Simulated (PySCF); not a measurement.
Work out the structure from these simulated measurements.

Formula: C3H3Cl.

| Item | Value |
| --- | --- |
| UV, strongest line | among the 10 lowest singlet transitions: S9 at 8.69 eV (143 nm, f = 0.507) [TDDFT wB97X-D/def2-SVPD] |
| 13C NMR | chemical shifts (computed TMS as zero) by class: 85.3 (1 C), 80.2 (1 C), 38.4 (1 C) ppm [GIAO PBE/pcSseg-2] |
| Triplet | lowest triplet excitation (Tamm–Dancoff): 5.16 eV [TDA wB97X-D/def2-SVPD] |
| Polarisability | 49.6 au [wB97X-D/def2-SVPD] |
| Valence photoelectron | vertical ionisation energy: 10.59 eV [ΔSCF wB97X-D/def2-SVPD] |
| Rotational structure | rotational constants A, B, C: 24.707, 3.041, 2.755 GHz [PBE0-D3(BJ)/def2-SVP] |
| Dipole | 1.81 D [wB97X-D/def2-SVPD] |
| UV, first state | lowest singlet excitation: 5.96 eV (208 nm, f = 0.000) [TDDFT wB97X-D/def2-SVPD] |

The electronic properties come from PySCF, for the isolated species, density fitting. Levels stand in brackets. Geometry: PBE0-D3(BJ)/def2-SVP; no solvent, vibrations or thermal averaging. Each NMR value is the plain mean over a class of atoms that symmetry, rotation or inversion makes alike.

Question: Propose a structure and show how it fits.

Answer: Numbering: `[CH:1]#[C:2][CH2:3][Cl:4]`. Its formula, C3H3Cl, gives 2 degrees of unsaturation: 0 rings and 2 π bonds in the structure found. 3 carbons fall into 3 classes; from least to most shielded: alkyne carbon [C2] (85.3 ppm), terminal alkyne carbon [C1] (80.2 ppm), sp3 C–Cl carbon [C3] (38.4 ppm). The first electron is taken from the HOMO, whose largest Löwdin shares are 0.35 on the terminal alkyne carbon, 0.32 on the alkyne carbon, 0.14 on the alkyl chlorine and 0.10 on the sp3 C–Cl carbon. The optimised geometry has point group Cs and is an asymmetric top. Structure: propargyl chloride (`C#CCCl`). Computed isomers that give other values at the same levels: `ClC1C=C1` (rotational constant A: 21.379 GHz; this holds for the one conformer computed); `C=C=CCl` (rotational constant A: 32.688 GHz; this holds for the one conformer computed). The assignments are read from this structure; whether some other isomer fits the data as well wasn't checked.
